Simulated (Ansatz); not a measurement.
**C4H2: vertical ionisation energy**

How much energy removes an electron from C4H2 at fixed geometry? The cation is run at each level and the neutral's energy taken from earlier runs.

Method: unrestricted cation, the program's frozen cores in correlated methods; program: Ansatz 0.2.0, Gaussian basis.

Plan: UKS PBE-D4/def2-TZVPP; UKS r2SCAN-D4/def2-TZVPP; UKS PBE0-D4/def2-TZVPP; UKS B3LYP-D4/def2-TZVPP; UKS wB97X-V/def2-TZVPP; UKS wB97M-V/def2-TZVPP; UKS B2PLYP/def2-TZVPP; UHF-CCSD(T)/def2-TZVPP; UHF-MP2/def2-QZVPP; extrapolation to the limit; then −ε(HOMO) from the neutral's earlier runs with LDA (SPW92), PBE-D4, revPBE-D4, BLYP-D4, r2SCAN-D4, B97M-V, PBE0-D4, B3LYP-D4, r2SCANh-D4, r2SCAN0-D4, HSE06-D4, BHLYP-D4, CAM-B3LYP-D4, LC-ωPBE, ωB97X-V, ωB97M-V.

## 1. The geometry

The geometry comes from an earlier relaxation with PBE0-D4 in a triple-zeta def2 set; it is a stationary point.

SMILES `C#CC#C`, 6 atoms, charge 0, spin multiplicity 1.

Atoms are counted from 1 here; the program's logs count them from 0.

Bond lengths: C1–C2 1.205 Å, C1–H5 1.064 Å, C2–C3 1.364 Å, C3–C4 1.205 Å, C4–H6 1.064 Å. Angles: C2–C1–H5 180.0°, C1–C2–C3 180.0°, C2–C3–C4 180.0°, C3–C4–H6 180.0°.

## 2. Cation, UKS PBE-D4/def2-TZVPP

File in.yaml:

```yaml
crystal:
  periodic: [false, false, false]
  atoms:
    - {symbol: C, position_ang: [1.425955, -1.113221, 0.566784]}
    - {symbol: C, position_ang: [0.519943, -0.409271, 0.199984]}
    - {symbol: C, position_ang: [-0.505973, 0.387875, -0.215363]}
    - {symbol: C, position_ang: [-1.411958, 1.091854, -0.582176]}
    - {symbol: H, position_ang: [2.226562, -1.735245, 0.890864]}
    - {symbol: H, position_ang: [-2.212528, 1.713906, -0.906293]}
basis:
  gaussian: {orbitals: def2-TZVPP}
total_charge: 1
magnetization: {spin_polarized: true, initial_magnetization: 1}
hamiltonian: {xc: pbe, dispersion: d4}
```

On the command line:

```sh
$ ansatz run in.yaml --threads 2 --pin off --events-out ev --progress --plain --max-ram 4352MiB
```

The runs that follow: Cation, UKS r2SCAN-D4/def2-TZVPP; Cation, UKS PBE0-D4/def2-TZVPP; Cation, UKS B3LYP-D4/def2-TZVPP; Cation, UKS wB97X-V/def2-TZVPP; Cation, UKS wB97M-V/def2-TZVPP; Cation, UKS B2PLYP (frozen core)/def2-TZVPP; Cation, UHF-CCSD(T)/def2-TZVPP; Cation, UHF-MP2/def2-QZVPP.

**Question.** What will the summary of the whole plan be? Wanted: ionisation energy, CCSD(T)/CBS; nearest functional by difference; nearest −ε(HOMO); −ε(HOMO) of PBE; T1 of the cation.

As calculated:

```
                        quantity               value
  ionisation energy, CCSD(T)/CBS            10.36 eV
nearest functional by difference   B2PLYP (-0.27 eV)
                nearest −ε(HOMO)  LC-ωPBE (-0.03 eV)
                 −ε(HOMO) of PBE             6.59 eV
                T1 of the cation               0.029
```

What this shows: By cation minus neutral, the functionals miss by 0.51 eV at most. The PBE orbital energy is 3.8 eV too small: a semilocal HOMO is no ionisation energy. Among orbital estimates LC-ωPBE comes nearest. Hartree-Fock falls 1.54 eV short, as the neutral has more correlation energy than the cation.
